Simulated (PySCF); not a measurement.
C2H5O (SMILES CC[O]), doublet, geometry from GFN2-xTB; B3LYP/def2-SVP (PySCF).

Input for PySCF:
```python
from pyscf import gto, scf, dft

mol = gto.M(
    atom='''
C     1.17191809   -0.13861492    0.23335589
C    -0.34359491   -0.31108949    0.15398349
O    -1.03045264    0.58901072   -0.50055513
H     1.62084732   -0.94877495    0.80144225
H     1.59524001   -0.12379096   -0.76860675
H     1.41159131    0.81016619    0.70845745
H    -0.76636098   -0.42127018    1.18828914
H    -0.58763560   -1.33018941   -0.24917730
''',
    basis='def2-svp',
    spin=1,
    verbose=4,
)

mf = dft.UKS(mol)
mf.xc = 'b3lyp'
mf.kernel()
mf.analyze()
```

It wrote (shortened):

```
PySCF version 2.14.0

[INPUT] verbose = 4
[INPUT] num. atoms = 8
[INPUT] num. electrons = 25
[INPUT] charge = 0
[INPUT] spin (= nelec alpha-beta = 2S) = 1
[INPUT] symmetry False subgroup None
[INPUT] Mole.unit = angstrom
[INPUT] Symbol           X                Y                Z      unit          X                Y                Z       unit  Magmom
[INPUT]  1 C      1.171918090000  -0.138614920000   0.233355890000 AA    2.214604230523  -0.261944235578   0.440978721654 Bohr   0.0
[INPUT]  2 C     -0.343594910000  -0.311089490000   0.153983490000 AA   -0.649300277695  -0.587873936331   0.290986623805 Bohr   0.0
[INPUT]  3 O     -1.030452640000   0.589010720000  -0.500555130000 AA   -1.947273273935   1.113068945233  -0.945912105946 Bohr   0.0
[INPUT]  4 H      1.620847320000  -0.948774950000   0.801442250000 AA    3.062957524535  -1.792924809348   1.514506357155 Bohr   0.0
[INPUT]  5 H      1.595240010000  -0.123790960000  -0.768606750000 AA    3.014566721848  -0.233931011097  -1.452456254992 Bohr   0.0
[INPUT]  6 H      1.411591310000   0.810166190000   0.708457450000 AA    2.667520975716   1.530992214482   1.338790551408 Bohr   0.0
[INPUT]  7 H     -0.766360980000  -0.421270180000   1.188289140000 AA   -1.448212364753  -0.796085264646   2.245541031395 Bohr   0.0
[INPUT]  8 H     -0.587635600000  -1.330189410000  -0.249177300000 AA   -1.110470345044  -2.513693678697  -0.470876853459 Bohr   0.0

nuclear repulsion = 75.1043397574048
number of shells = 33
number of NR pGTOs = 107
number of NR cGTOs = 67
basis = def2-svp
ecp = {}

******** <class 'pyscf.dft.uks.UKS'> ********
method = UKS
initial guess = minao
damping factor = 0
level_shift factor = 0
DIIS = <class 'pyscf.scf.diis.CDIIS'>
diis_start_cycle = 1
diis_space = 8
diis_damp = 0
SCF conv_tol = 1e-09
SCF conv_tol_grad = None
SCF max_cycles = 50
direct_scf = True
direct_scf_tol = 1e-13
number electrons alpha = 13  beta = 12
XC library pyscf.dft.libxc version 7.1.2
    S. Lehtola, C. Steigemann, M. J. T. Oliveira, and M. A. L. Marques,  SoftwareX 7, 1–5 (2018)
XC functionals = b3lyp
    P. J. Stephens, F. J. Devlin, C. F. Chabalowski, and M. J. Frisch,  J. Phys. Chem. 98, 11623 (1994)
radial grids:
    Treutler-Ahlrichs [JCP 102, 346 (1995); DOI:10.1063/1.469408] (M4) radial grids

becke partition: Becke, JCP 88, 2547 (1988); DOI:10.1063/1.454033
pruning grids: <function nwchem_prune>
grids dens level: 3
symmetrized grids: False
atomic radii adjust function: <function treutler_atomic_radii_adjust>
small_rho_cutoff = 0
Set gradient conv threshold to 3.16228e-05
tot grids = 91360
init E= -154.360820715886

cycle= 1 E= -154.112908728061  delta_E= 0.248  |g|= 0.513  |ddm|=  1.9
cycle= 2 E= -153.82031910197  delta_E= 0.293  |g|= 0.996  |ddm|= 2.57
cycle= 3 E= -154.247895241791  delta_E= -0.428  |g|= 0.0833  |ddm|= 2.13
cycle= 4 E= -154.250306067402  delta_E= -0.00241  |g|= 0.0666  |ddm|= 0.136
cycle= 5 E= -154.25242454109  delta_E= -0.00212  |g|= 0.0138  |ddm|= 0.0655
cycle= 6 E= -154.252548494202  delta_E= -0.000124  |g|= 0.00209  |ddm|= 0.0296
cycle= 7 E= -154.252551190572  delta_E= -2.7e-06  |g|= 0.000373  |ddm|= 0.00287
cycle= 8 E= -154.252551308173  delta_E= -1.18e-07  |g|= 0.000107  |ddm|= 0.000692
cycle= 9 E= -154.252551317539  delta_E= -9.37e-09  |g|= 4.73e-05  |ddm|= 0.000212
cycle= 10 E= -154.252551318848  delta_E= -1.31e-09  |g|= 2.12e-05  |ddm|= 7.87e-05
cycle= 11 E= -154.252551319139  delta_E= -2.91e-10  |g|= 5.16e-06  |ddm|= 3.35e-05
Extra cycle  E= -154.252551319141  delta_E= -2.56e-12  |g|= 6.71e-06  |ddm|= 1.39e-05
converged SCF energy = -154.252551319141  <S^2> = 0.75374875  2S+1 = 2.0037452
**** SCF Summaries ****
Total Energy =                        -154.252551319141276
Nuclear Repulsion Energy =              75.104339757404787
One-electron Energy =                 -357.366606666785401
Two-electron Energy =                  128.009715590239352
Two-electron Coulomb Energy =          149.283575093623085
DFT Exchange-Correlation Energy =      -21.273859503383722
**** MO energy ****
                             alpha | beta                alpha | beta
MO #1   energy= -19.1645268513102  | -19.1424025917937  occ= 1 | 1
MO #2   energy= -10.2459571532039  | -10.2468114150759  occ= 1 | 1
MO #3   energy= -10.1809888079903  | -10.1811119381821  occ= 1 | 1
MO #4   energy= -1.03169847064639  | -0.986551446430086 occ= 1 | 1
MO #5   energy= -0.739587619998331 | -0.732315513330789 occ= 1 | 1
MO #6   energy= -0.609804739499195 | -0.595588793504552 occ= 1 | 1
MO #7   energy= -0.500674248740231 | -0.467475882329081 occ= 1 | 1
MO #8   energy= -0.466471662191588 | -0.454881899730963 occ= 1 | 1
MO #9   energy= -0.429344811758144 | -0.419013385520696 occ= 1 | 1
MO #10  energy= -0.394306174943808 | -0.385114210870096 occ= 1 | 1
MO #11  energy= -0.391061823587276 | -0.370994916797383 occ= 1 | 1
MO #12  energy= -0.309422712807769 | -0.258386961363968 occ= 1 | 1
MO #13  energy= -0.277821384956865 | -0.135021170798787 occ= 1 | 0
MO #14  energy= 0.0579959849979232 | 0.0602179751931544 occ= 0 | 0
MO #15  energy= 0.0977150732660377 | 0.099651261368134  occ= 0 | 0
MO #16  energy= 0.102973241428038  | 0.108973437052781  occ= 0 | 0
MO #17  energy= 0.132931187059191  | 0.133196242032956  occ= 0 | 0
MO #18  energy= 0.149786472281437  | 0.155382883208247  occ= 0 | 0
MO #19  energy= 0.200276223948959  | 0.20837622123322   occ= 0 | 0
MO #20  energy= 0.230543336598248  | 0.231339673506589  occ= 0 | 0
MO #21  energy= 0.399339451791069  | 0.4074166364047    occ= 0 | 0

To work with the spin densities directly, `use mulliken_meta_spin()` only printing them here.

 ** Mulliken spin pop alpha/beta on meta-lowdin orthogonal AOs **
 ** Mulliken Spin Density (per AO)  **
spin_pop of  0 C 1s        0.00000
spin_pop of  0 C 2s       -0.00119
spin_pop of  0 C 3s       -0.00001
spin_pop of  0 C 2px      -0.00111
spin_pop of  0 C 2py      -0.00041
spin_pop of  0 C 2pz      -0.00093
spin_pop of  0 C 3px      -0.00003
spin_pop of  0 C 3py      -0.00005
spin_pop of  0 C 3pz       0.00003
spin_pop of  0 C 3dxy     -0.00001
spin_pop of  0 C 3dyz      0.00001
spin_pop of  0 C 3dz^2     0.00002
spin_pop of  0 C 3dxz      0.00000
spin_pop of  0 C 3dx2-y2    0.00001
spin_pop of  1 C 1s        0.00000
spin_pop of  1 C 2s       -0.00929
spin_pop of  1 C 3s        0.00008
spin_pop of  1 C 2px      -0.00699
spin_pop of  1 C 2py      -0.01606
spin_pop of  1 C 2pz      -0.01077
spin_pop of  1 C 3px      -0.00021
spin_pop of  1 C 3py       0.00044
spin_pop of  1 C 3pz       0.00103
spin_pop of  1 C 3dxy     -0.00003
spin_pop of  1 C 3dyz      0.00021
spin_pop of  1 C 3dz^2     0.00099
spin_pop of  1 C 3dxz     -0.00007
spin_pop of  1 C 3dx2-y2    0.00017
spin_pop of  2 O 1s       -0.00001
spin_pop of  2 O 2s        0.01213
spin_pop of  2 O 3s       -0.00053
spin_pop of  2 O 2px       0.01518
spin_pop of  2 O 2py       0.23837
spin_pop of  2 O 2pz       0.58579
spin_pop of  2 O 3px      -0.00017
spin_pop of  2 O 3py       0.00031
spin_pop of  2 O 3pz       0.00074
spin_pop of  2 O 3dxy      0.00010
spin_pop of  2 O 3dyz      0.00005
spin_pop of  2 O 3dz^2     0.00021
spin_pop of  2 O 3dxz      0.00009
spin_pop of  2 O 3dx2-y2    0.00006
spin_pop of  3 H 1s       -0.00098
spin_pop of  3 H 2s       -0.00009
spin_pop of  3 H 2px       0.00000
spin_pop of  3 H 2py      -0.00000
spin_pop of  3 H 2pz       0.00000
spin_pop of  4 H 1s        0.00265
spin_pop of  4 H 2s        0.00007
spin_pop of  4 H 2px       0.00001
spin_pop of  4 H 2py      -0.00000
spin_pop of  4 H 2pz      -0.00000
spin_pop of  5 H 1s        0.00265
spin_pop of  5 H 2s        0.00007
spin_pop of  5 H 2px       0.00000
spin_pop of  5 H 2py      -0.00000
spin_pop of  5 H 2pz       0.00000
spin_pop of  6 H 1s        0.09321
spin_pop of  6 H 2s        0.00039
spin_pop of  6 H 2px       0.00016
spin_pop of  6 H 2py      -0.00003
spin_pop of  6 H 2pz       0.00001
spin_pop of  7 H 1s        0.09320
spin_pop of  7 H 2s        0.00039
spin_pop of  7 H 2px       0.00011
spin_pop of  7 H 2py       0.00002
spin_pop of  7 H 2pz       0.00000
 ** Mulliken Spin Density (per atom)  **
spin density of  0 C =     -0.00368
spin density of  1 C =     -0.04049
spin density of  2 O =      0.85232
spin density of  3 H =     -0.00107
spin density of  4 H =      0.00273
spin density of  5 H =      0.00273
spin density of  6 H =      0.09374
spin density of  7 H =      0.09373
 ** Mulliken pop alpha/beta on meta-lowdin orthogonal AOs **
 ** Mulliken pop       alpha | beta **
In total            13.00000 | 12.00000
 ** Mulliken atomic charges   ( Nelec_alpha | Nelec_beta ) **
charge of  0C =     -0.30795  (     3.15214      3.15581 )
charge of  1C =      0.06611  (     2.94670      2.98719 )
charge of  2O =     -0.27780  (     4.56506      3.71274 )
charge of  3H =      0.09537  (     0.45178      0.45285 )
charge of  4H =      0.10015  (     0.45129      0.44856 )
charge of  5H =      0.10015  (     0.45129      0.44856 )
charge of  6H =      0.11199  (     0.49087      0.39714 )
charge of  7H =      0.11198  (     0.49087      0.39714 )
Dipole moment(X, Y, Z, Debye):  0.92043, -1.39400,  0.99591
```
